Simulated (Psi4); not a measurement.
C$_{3}$H$_{6}$, quintet, at a GFN2-xTB geometry of the parent state (a higher spin typed on purpose: for a closed-shell molecule this is an excited state); CAM-B3LYP/cc-pVDZ run with Psi4.

Psi4 was given this input:
```
memory 2 GB

molecule {
0 5
C     1.27989193    0.12352179    0.00919112
C     0.00825223    0.47486055    0.00924347
H     1.58086326   -0.91147352   -0.00926160
H     2.07459801    0.84971927    0.02748105
H    -0.26659719    1.52209281    0.02807201
C    -1.13573952   -0.48243353   -0.01537878
H    -0.78376375   -1.51090673   -0.03343425
H    -1.76443256   -0.33959044    0.86334919
H    -1.75509560   -0.30553422   -0.89454124
}

set {
  basis cc-pvdz
  reference uks
}

energy('cam-b3lyp')
print_variables()
```

The log (banner, timings and long lists left out):

```
   => Loading Basis Set <=

    Name: CC-PVDZ
    Role: ORBITAL
    Keyword: BASIS

         ---------------------------------------------------------
                                   SCF
               by Justin Turney, Rob Parrish, Andy Simmonett
                          and Daniel G. A. Smith
                              UKS Reference
         ---------------------------------------------------------

  ==> Geometry <==

    Molecular point group: c1
    Full point group: C1

    Geometry (in Angstrom), charge = 0, multiplicity = 5:

       Center              X                  Y                   Z               Mass
    ------------   -----------------  -----------------  -----------------  -----------------
         C            1.258314326426     0.107105639292     0.008758474845    12.000000000000
         C           -0.013325373574     0.458444399292     0.008810824845    12.000000000000
         H            1.559285656426    -0.927889670708    -0.009694245155     1.007825032230
         H            2.053020406426     0.833303119292     0.027048404845     1.007825032230
         H           -0.288174793574     1.505676659292     0.027639364845     1.007825032230
         C           -1.157317123574    -0.498849680708    -0.015811425155    12.000000000000
         H           -0.805341353574    -1.527322880708    -0.033866895155     1.007825032230
         H           -1.786010163574    -0.356006590708     0.862916544845     1.007825032230
         H           -1.776673203574    -0.321950370708    -0.894973885155     1.007825032230

  Running in c1 symmetry.

  Rotational constants: A =      1.57118  B =      0.31579  C =      0.27637 [cm^-1]
  Rotational constants: A =  47102.70216  B =   9467.23259  C =   8285.49959 [MHz]
  Nuclear repulsion =   71.248574082993301

  Charge       = 0
  Multiplicity = 5
  Electrons    = 24
  Nalpha       = 14
  Nbeta        = 10

  ==> Algorithm <==

  SCF Algorithm Type is DF.
  DIIS enabled.
  MOM disabled.
  Fractional occupation disabled.
  Guess Type is SAD.
  Energy threshold   = 1.00e-06
  Density threshold  = 1.00e-06
  Integral threshold = 1.00e-12

  ==> Primary Basis <==

  Basis Set: CC-PVDZ
    Blend: CC-PVDZ
    Number of shells: 36
    Number of basis functions: 72
    Number of Cartesian functions: 75
    Spherical Harmonics?: true
    Max angular momentum: 2

  ==> DFT Potential <==

   => LibXC <=

    Version 7.1.2
    S. Lehtola, C. Steigemann, M. J. T. Oliveira, and M. A. L. Marques,  SoftwareX 7, 1–5 (2018) (10.1016/j.softx.2017.11.002)

   => Composite Functional: CAM-B3LYP <=

    CAM-B3LYP Hyb-GGA Exchange-Correlation Functional

    T. Yanai, D. P. Tew, and N. C. Handy,  Chem. Phys. Lett. 393, 51 (2004) (10.1016/j.cplett.2004.06.011)

    Deriv               =              1
    GGA                 =           TRUE
    Meta                =          FALSE

    Exchange Hybrid     =           TRUE
    MP2 Hybrid          =          FALSE

   => Exchange Functionals <=

    0.3500         Becke 88 [omega = 0.3300]
    0.4600   Short-range recipe for B88 functional - erf [omega = 0.3300]

   => Exact (HF) Exchange <=

    0.4600            HF,LR [omega = 0.3300]
    0.1900               HF

   => Correlation Functionals <=

    0.1900   Vosko, Wilk & Nusair (VWN5)
    0.8100   Lee, Yang & Parr

   => LibXC Density Thresholds  <==

    XC_HYB_GGA_XC_CAM_B3LYP:  1.00E-14

   => Molecular Quadrature <=

    Radial Scheme          =       TREUTLER
    Pruning Scheme         =           NONE
    Nuclear Scheme         =       TREUTLER

    Blocking Scheme        =         OCTREE
    BS radius alpha        =              1
    Pruning alpha          =              1
    Radial Points          =             75
    Spherical Points       =            302
    Total Points           =         193799
    Total Blocks           =           1492
    Max Points             =            256
    Max Functions          =             72
[...]
   @DF-UKS iter   1:  -117.12124865569729    8.34960e-02   6.92615e-03 ADIIS/DIIS
   @DF-UKS iter   2:  -117.18105301420751   -5.98044e-02   5.90282e-03 ADIIS/DIIS
   @DF-UKS iter   3:  -117.27893547646627   -9.78825e-02   6.77656e-04 ADIIS/DIIS
   @DF-UKS iter   4:  -117.28186268095175   -2.92720e-03   4.82597e-04 ADIIS/DIIS
   @DF-UKS iter   5:  -117.28355656314264   -1.69388e-03   1.69379e-04 ADIIS/DIIS
   @DF-UKS iter   6:  -117.28443026366388   -8.73701e-04   1.12243e-04 ADIIS/DIIS
   @DF-UKS iter   7:  -117.28488109409582   -4.50830e-04   6.13625e-05 DIIS
   @DF-UKS iter   8:  -117.28506201687016   -1.80923e-04   4.97897e-05 DIIS
   @DF-UKS iter   9:  -117.28520753869810   -1.45522e-04   3.48198e-05 DIIS
   @DF-UKS iter  10:  -117.28534191275523   -1.34374e-04   2.60243e-05 DIIS
   @DF-UKS iter  11:  -117.28544972338179   -1.07811e-04   1.30748e-05 DIIS
   @DF-UKS iter  12:  -117.28546585104570   -1.61277e-05   5.86211e-06 DIIS
   @DF-UKS iter  13:  -117.28546822237936   -2.37133e-06   3.23624e-06 DIIS
   @DF-UKS iter  14:  -117.28546875731031   -5.34931e-07   2.05622e-06 DIIS
   @DF-UKS iter  15:  -117.28546899527400   -2.37964e-07   1.03826e-06 DIIS
   @DF-UKS iter  16:  -117.28546904293574   -4.76617e-08   4.13430e-07 DIIS
  Energy and wave function converged.

  ==> Post-Iterations <==

   Electrons on quadrature grid:
      Nalpha   =   13.9999719049 ; deviation = -2.810e-05
      Nbeta    =    9.9999912477 ; deviation = -8.752e-06
      Ntotal   =   23.9999631527 ; deviation = -3.685e-05

   @Spin Contamination Metric:   5.395554341E-03
   @S^2 Expected:                6.000000000E+00
   @S^2 Observed:                6.005395554E+00
   @S   Expected:                2.000000000E+00
   @S   Observed:                2.000000000E+00

    Orbital Energies [Eh]
    ---------------------

    Alpha Occupied:

[...]
    Alpha Virtual:

[...]
      72A      3.034678

    Beta Occupied:

[...]
      10A     -0.472256

    Beta Virtual:

[...]
    Final Occupation by Irrep:
              A
    DOCC [    10 ]
    SOCC [     4 ]
    NA   [    14 ]
    NB   [    10 ]

  @DF-UKS Final Energy:  -117.28546904293574

   => Energetics <=

    Nuclear Repulsion Energy =             71.2485740829933007
    One-Electron Energy =                -295.9856830833310823
    Two-Electron Energy =                 120.6214641740043447
    DFT Exchange-Correlation Energy =     -13.1698242166022972
    Empirical Dispersion Energy =           0.0000000000000000
    VV10 Nonlocal Energy =                  0.0000000000000000
    Total Energy =                       -117.2854690429357447

  UHF NO Occupations:
  HONO-2 :   12  A 1.0000000
  HONO-1 :   13  A 1.0000000
  HONO-0 :   14  A 1.0000000
  LUNO+0 :   15  A 0.0009622
  LUNO+1 :   16  A 0.0005719
  LUNO+2 :   17  A 0.0004338
  LUNO+3 :   18  A 0.0003131

Computation Completed

Properties will be evaluated at   0.000000,   0.000000,   0.000000 [a0]

Properties computed using the SCF density matrix

 Multipole Moments:

 ------------------------------------------------------------------------------------
     Multipole            Electronic (a.u.)      Nuclear  (a.u.)        Total (a.u.)
 ------------------------------------------------------------------------------------

 L = 1.  Multiply by 2.5417464519 to convert [e a0] to [Debye]
 Dipole X            :          1.2452506           -0.9786182            0.2666323
 Dipole Y            :         -0.9534261           -0.7445286           -1.6979548
 Dipole Z            :         -0.0118569           -0.0196219           -0.0314789
 Magnitude           :                                                    1.7190504

 ------------------------------------------------------------------------------------

  Variable Map:
  ----------------------------------------------------------------------------
[...]
  Array Variable Map:
  ----------------------------------------------------------------------------
[...]
[...]
```
